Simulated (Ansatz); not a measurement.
Geometry optimisation, Ansatz, RKS PBE0-D4/def2-SVPD.

input.yaml

```yaml
crystal:
  periodic: [false, false, false]
  atoms:
    - { symbol: Al, position_ang: [-0.5802, 0.0681, -0.1841] }
    - { symbol: S, position_ang: [1.1915, 0.3773, 1.1232] }
    - { symbol: H, position_ang: [-1.7529, -0.9939, 0.1516] }
    - { symbol: H, position_ang: [1.02148, 1.5494, 1.83149] }
    - { symbol: H, position_ang: [1.936, -0.5651, 0.3616] }
basis:
  gaussian: { orbitals: def2-SVPD }
hamiltonian:
  xc: pbe0
  dispersion: d4
relax:
  f_tol: 0.02
  max_steps: 50
```

Launched with:

```bash
$ ansatz run input.yaml --threads 1 --pin off --max-ram 2048MiB --backend cpu --events-out ev --progress --plain --runs-dir out
```

Task: Where does it end, and by what steps?

Result: It converged. After 13 steps the energy has fallen by 3.031 eV; H4 moved furthest, 1.20 Å.

| step | energy less start (eV) | largest force component (eV/Å) | accepted |
| --- | --- | --- | --- |
| 0 | 0.0000 | 1.551 | yes |
| 1 | -0.7022 | 1.372 | yes |
| 2 | -1.2938 | 1.564 | yes |
| 3 | -2.0082 | 1.815 | yes |
| 4 | -2.5360 | 1.874 | yes |
| 5 | -2.8116 | 1.191 | yes |
| 6 | -2.9372 | 0.078 | yes |
| 7 | -2.9694 | 0.148 | yes |
| 8 | -2.9961 | 0.309 | yes |
| 9 | -3.0083 | 0.395 | yes |
| 10 | -3.0191 | 0.298 | yes |
| 11 | -3.0156 | 0.102 | no |
| 12 | -3.0300 | 0.097 | yes |
| 13 | -3.0312 | 0.012 | yes |

```xyz
5
Properties=species:S:1:pos:R:3
Al -0.733 -0.845 -0.633
S 1.038 0.784 0.726
H -1.642 -0.122 0.574
H 0.878 0.370 2.002
H 2.275 0.249 0.615
```

Time of the run: 27 s on 1 thread of Arm Neoverse V1, with other jobs on the host, peak memory 0.13 GiB.
